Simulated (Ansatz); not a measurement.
# Worked example: correlation energy of B$_{2}$H, doublet

Geometry: a PBE0/def2-TZVP stationary point for this spin, not checked as a minimum. The quartet lies 1.2 eV lower here.

```xyz
3

B     0.0000    0.0000    0.1151
B     0.0000    0.0000   -1.4076
H     0.0000    0.0000    1.2925
```

Basis 6-31G; Ansatz 0.2.0. Only valence electrons are correlated (noble-gas cores frozen), which leaves 7 electrons in 18 orbitals. Prefix R: restricted or restricted open-shell reference.

Full CI is exact within this basis and frozen core; it isn't the basis-set limit.

The determinant fills πx and πy unequally, so it is a mixture of Σ and Δ, which weighs on every level built on one determinant.

Runs differ by some tens of microhartree through their thresholds and, for an open shell, their frozen cores, so steps under 0.03 kcal/mol mean nothing.

```
     level  total energy (hartree)
       RHF              -49.706395
      RMP2              -49.783098
     RCCSD              -49.811890
  RCCSD(T)              -49.815074
   RCCSDT*              -49.818829
RCCSDT(Q)*              -49.820097
  RCCSDTQ*              -49.819976
   full CI              -49.820033
```

Task: What is the correlation energy at full CI, and what share of it do RMP2 and RCCSD(T) recover?

Result: E(corr) = -49.820033 − (-49.706395) = -0.113638 hartree = -3.092 eV. RMP2: -0.076703 / -0.113638 = 67.50 %. RCCSD(T): -0.108679 / -0.113638 = 95.64 %.

Task: By how many kcal/mol does RCCSD(T) miss full CI (1 hartree = 627.509 kcal/mol), and which steps make up the rest?

Result: -49.815074 − (-49.820033) = 0.004959 hartree = 3.11 kcal/mol. Steps: RCCSDT − RCCSD(T) = -2.36, RCCSDT(Q) − RCCSDT = -0.80, RCCSDTQ − RCCSDT(Q) = 0.08, full CI − RCCSDTQ = -0.04 kcal/mol. With more than one leading determinant such errors change with state and geometry, and needn't cancel in differences.

An asterisk marks runs whose energy the program itself flagged as in doubt.
